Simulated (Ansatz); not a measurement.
A made-up structure of CH4BN, singlet:

```
atom    x (Å)    y (Å)    z (Å)
  B1  -0.9938   0.3714  -0.7557
  N2   0.9833  -0.3675   0.7476
  C3   0.0369  -0.0141   0.0277
  H4  -2.0343  -0.2126  -0.6634
  H5  -0.8290   1.2827  -1.5136
  H6   1.6483  -1.0776   0.4414
  H7   1.1298   0.0396   1.6713
```

It is relaxed with PBE-D4/def2-SVP and then PBE0-D4/def2-TZVP (Ansatz 0.2.0). Atoms count as bonded within 1.22 times the sum of their covalent radii (H–H: 0.88 Å). The end point is not checked to be a true minimum.

(1) Does its bonding change? (A judgement: the text doesn't fix the answer.)

## Answers

(1) The calculation gives: No: no bond forms or breaks.

Where it ends: The first stage lowers the energy by 0.21 eV in 6 steps. It ends as CH₄BN ([BH2][C][NH2]):
B1  (-1.028, 0.384, -0.782)
N2  (1.009, -0.377, 0.767)
C3  (0.038, -0.014, 0.029)
H4  (-2.067, -0.201, -0.689)
H5  (-0.863, 1.296, -1.539)
H6  (1.682, -1.082, 0.479)
H7  (1.171, 0.016, 1.690)
(Å)

Labels in which every atom is bracketed show which atoms are joined, not bond orders.

For scale, one of the runs: PBE0-D4/def2-TZVP relaxation, 117 basis functions, launched by `ansatz run in.yaml --threads 2 --pin off --events-out ev --progress --plain --max-ram 4352MiB`. Hardware: 2 CPU threads of an Arm Neoverse V1, shared host. Wall time about 9.5 s.
